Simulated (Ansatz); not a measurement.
**How far each method lies from full CI for CH₃⁺, singlet**

Geometry: that of the CH3, doublet, kept fixed.

```xyz
4

C     0.0000    0.0000    0.0000
H     1.0799    0.0140   -0.0003
H    -0.5521    0.9282   -0.0027
H    -0.5278   -0.9423    0.0031
```

Basis 6-31G; Ansatz 0.2.0. Only valence electrons are correlated (noble-gas cores frozen), which leaves 6 electrons in 14 orbitals. Prefix R: restricted or restricted open-shell reference. Active spaces: valence = (6e, 7o) chosen from the atoms' valence shells.

Full CI is exact within this basis and frozen core; it isn't the basis-set limit.

```
UHF ⟨S²⟩                          : 0.000
T1 diagnostic (RCCSD)             : 0.0033
largest doubles amplitude (RCCSD) : 0.064
```

```tsv
level	E − E(RHF) (eV)
RMP2	-1.7626
RCCSD	-2.2326
RCCSD(T)	-2.2549
```

(1) Estimate how far full CI in 6-31G lies from RCCSD(T). The table doesn't fix it; the size of (T) and the diagnostics are the guide.

(1) Full CI in 6-31G lies 0.17 kcal/mol below RCCSD(T), which is 34 % of the (T) step (-0.52 kcal/mol). The diagnostics give no warning, yet the rest is a sizeable part of (T).

The other levels:

```json
{"level": "CISD", "E − E(full CI) (kcal/mol)": "1.85", "share of correlation (%)": "96.45", "wall time": "0.12 s"}
{"level": "BCCD(T)", "E − E(full CI) (kcal/mol)": "0.17", "share of correlation (%)": "99.67", "wall time": "0.18 s"}
{"level": "RCCSDT", "E − E(full CI) (kcal/mol)": "0.03", "share of correlation (%)": "99.94", "wall time": "–"}
{"level": "CISDTQ", "E − E(full CI) (kcal/mol)": "0.02", "share of correlation (%)": "99.96", "wall time": "0.63 s"}
{"level": "RCCSDT(Q)", "E − E(full CI) (kcal/mol)": "0.01", "share of correlation (%)": "99.99", "wall time": "0.3 s"}
{"level": "RCCSDTQ", "E − E(full CI) (kcal/mol)": "0.00", "share of correlation (%)": "100.00", "wall time": "0.81 s"}
{"level": "CASSCF (valence space)", "E − E(full CI) (kcal/mol)": "11.45", "share of correlation (%)": "78.06", "wall time": "–"}
{"level": "NEVPT2 (valence space)", "E − E(full CI) (kcal/mol)": "2.58", "share of correlation (%)": "95.06", "wall time": "0.33 s"}
{"level": "NEVPT4(SD) (valence space)", "E − E(full CI) (kcal/mol)": "0.31", "share of correlation (%)": "99.41", "wall time": "0.73 s"}
{"level": "MRCISD (valence space)", "E − E(full CI) (kcal/mol)": "0.12", "share of correlation (%)": "99.78", "wall time": "–"}
{"level": "MRCISD+Q (valence space)", "E − E(full CI) (kcal/mol)": "0.03", "share of correlation (%)": "99.95", "wall time": "0.76 s"}
```

The correlation energy at full CI, counted from RHF, is -2.263 eV. That run took 0.75 s on 1 thread of Arm Neoverse V1, shared host over 35,664 determinants.

Times hold each run's SCF and search for its determinant on a shared host, so for small cases they say little of a method's own cost; they ran on 1 thread of Arm Neoverse V1. Some runs computed forces too.

The full-CI state has the irrep A1 of C2v, in the program's axes (one component, if the state is degenerate).

Natural occupations of full CI about the gap: 1.974 1.973 1.973 0.019 0.019 0.018 0.012 0.004 0.004 0.003; effectively unpaired electrons, Σ n²(2−n)², 0.01.
